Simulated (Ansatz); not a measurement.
**GePt: computed properties**

Computed with Ansatz, DFT PBE, scalar-relativistic, plane waves, PAW.

Settings: cutoff 420 eV, Γ-centred mesh 6×10×6 on the computed 8-atom cell, Gaussian smearing of 0.10 eV; no spin polarisation.

The structure is relaxed at this level of theory with its symmetry kept. Whether it is the stable form of this composition wasn't checked.

```yaml
crystal:
  lattice:
    - [5.82882, 0.00000, 0.00000]
    - [0.00000, 3.74384, 0.00000]
    - [0.00000, 0.00000, 6.18917]
  atoms:
    - { symbol: Ge, position: [0.18671, 0.25000, 0.58748] }
    - { symbol: Ge, position: [0.31329, 0.75000, 0.08748] }
    - { symbol: Ge, position: [0.68671, 0.25000, 0.91252] }
    - { symbol: Ge, position: [0.81329, 0.75000, 0.41252] }
    - { symbol: Pt, position: [0.99813, 0.25000, 0.19298] }
    - { symbol: Pt, position: [0.50187, 0.75000, 0.69298] }
    - { symbol: Pt, position: [0.49813, 0.25000, 0.30702] }
    - { symbol: Pt, position: [0.00187, 0.75000, 0.80702] }
```

| Property | Result |
| --- | --- |
| Space group | Pnma (No. 62) |
| Volume per atom | 16.88 Å³ |
| Formation energy from the elements' standard states (uncorrected) | -0.467 eV/atom |
| Kohn–Sham band gap | none (metal) |
| Density of states at the Fermi level | 1.94 states/eV per cell |
| Löwdin character within 0.5 eV of the Fermi level | Pt 5d 43 %, Ge 4p 33 %, Ge 4s 17 % |
| Bader charges (e) | Ge (4 in the cell) 0.61, Pt (4 in the cell) -0.61 |

Spin-orbit coupling is left out, which matters for the bands of heavy elements.

Cost: 1 run of about 5.7 core-minutes, on Arm Neoverse V2 (shared hosts).